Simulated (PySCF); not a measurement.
**Two probes of the same atoms: core binding energy and nuclear shielding**

C4H6S.
Numbering: `[CH3:1][CH2:2][CH:3]=[C:4]=[S:5]`

Cartesian coordinates in Å at the PBE0-D3(BJ)/def2-SVP level; atoms count from 1:
```
atom  x, y, z in Å
C1    -1.454    0.360   -0.867
C2    -0.331   -0.494   -0.290
C3     0.910    0.304    0.021
C4     2.062    0.163   -0.593
S5     3.429   -0.026   -1.327
H6    -1.152    0.820   -1.819
H7    -1.732    1.173   -0.178
H8    -2.355   -0.247   -1.050
H9    -0.075   -1.306   -0.988
H10   -0.675   -0.983    0.638
H11    0.855    1.081    0.794
```

Binding energies: delta-SCF UKS SCAN, pcX-2 on the ionised atom, pcseg-1 elsewhere, spin-free X2C in PySCF. Shieldings: GIAO KT3/pcSseg-2, non-relativistic, same geometry.

| atom | isotropic shielding (ppm) |
| --- | --- |
| C1 | 161.6 |
| C2 | 155.3 |
| C3 | 112.6 |
| C4 | -76.5 |

Q: What are the C 1s binding energies of these atoms?

A: 
```csv
atom,environment,C 1s (eV),isotropic shielding (ppm)
C3,outer carbon of cumulated double bonds,290.40,112.6
C1,methyl carbon,290.71,161.6
C2,chain CH2 carbon,291.11,155.3
C4,central carbon of cumulated double bonds,291.82,-76.5
```

Q: Among the listed atoms, is the one with the highest binding energy also the least shielded?

A: Yes: C4 has both (291.82 eV, -76.5 ppm).

By binding energy: C3 < C1 < C2 < C4. By shielding: C4 < C3 < C2 < C1.

Spin contamination (⟨S²⟩ against 0.75 for a pure doublet) is marked for C 1s of C4 (1.00), which makes this value less certain. Geometry: PBE0-D3(BJ)/def2-SVP, one conformer, isolated molecule.
